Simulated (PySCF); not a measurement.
**How well do the runs reproduce experiment for 2-propanamine?**

**What was measured.**

From NIST CCCBDB Release 22 (SRD 101), experimental polarizabilities, for the gas: mean polarisability 7.769 Å³.

The runs below try to reproduce these values; the comparison stands at the end.

Compound: 2-propanamine, C3H9N.
Atom-mapped SMILES: `[CH3:1][CH:2]([CH3:3])[NH2:4]` (hydrogens: H5, H6, H7 on C1; H8 on C2; H9, H10, H11 on C3; H12, H13 on N4)

Geometry (PBE0-D3(BJ)/def2-SVP, Å), atoms numbered from 1 in this order:
```
atom  x, y, z in Å
C1     1.338   -0.533    0.117
C2    -0.101   -0.184   -0.229
C3    -0.439    1.245    0.171
N4    -0.992   -1.095    0.473
H5     1.497   -0.452    1.203
H6     2.046    0.137   -0.395
H7     1.580   -1.566   -0.183
H8    -0.203   -0.252   -1.336
H9     0.219    1.967   -0.335
H10   -1.478    1.497   -0.095
H11   -0.330    1.368    1.259
H12   -1.961   -0.904    0.225
H13   -0.809   -2.056    0.190
```

The PySCF runs (gas phase, on this PBE0-D3(BJ)/def2-SVP geometry; no spin–orbit coupling):

| level | job | basis functions |
| --- | --- | --- |
| CAM-B3LYP/def2-SVPD | 6 singlets by full TDDFT, polarisability, dynamic polarisability, density and orbital grids written | 152 |

Results beside the measurements:

**Mean polarisability.** Measured: 7.769 Å³ (NIST CCCBDB Release 22 (SRD 101), experimental polarizabilities).

| level | computed (Å³) | computed − measured (Å³) | % (from the printed values) |
| --- | --- | --- | --- |
| CAM-B3LYP/def2-SVPD | 7.268 | -0.501 | -6 |

The computed values are static and purely electronic, with core orbitals frozen in the response (1 au = 0.148185 Å³). The table of measured values doesn't say here whether a value is static or optical, or holds a vibrational part. The measurement averages over conformers, the calculation has one.

The geometry is computed, not the measured one. Where a level misses, the cause wasn't examined.
